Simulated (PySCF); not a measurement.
formamide (CH₃NO), SMILES NC=O.

Coordinates come from a PBE0-D3(BJ)/def2-TZVP optimisation. The values are those of a single conformer.

The numbers are results of PBE0-D3(BJ)/def2-TZVP run with PySCF, not measurements.

Frequencies are harmonic and unscaled.

Computed harmonic wavenumbers and intensities:
```tsv
mode	ν (cm⁻¹)	IR (km/mol)	Raman (Å⁴/amu)	depolarisation	moving atoms (share of kinetic energy)
1	243	217.4	0.2	0.75	H 81 %, N 18 %
2	570	11.0	1.4	0.53	H 37 %, O 30 %, C 20 %, N 13 %
3	650	17.3	0.1	0.75	H 82 %, C 10 %
4	1050	1.8	1.9	0.75	H 62 %, C 34 %
5	1063	2.8	5.2	0.45	H 55 %, N 31 %, O 13 %
6	1287	100.3	4.5	0.40	C 43 %, H 32 %, N 25 %
7	1420	4.5	6.8	0.37	H 82 %, O 11 %
8	1620	72.4	4.0	0.53	H 79 %, N 16 %
9	1832	419.5	9.6	0.38	C 62 %, O 30 %
10	2956	98.2	137.8	0.28	H 92 %
11	3612	38.7	119.4	0.11	H 96 %
12	3752	48.6	50.7	0.69	H 91 %, N 9 %
```
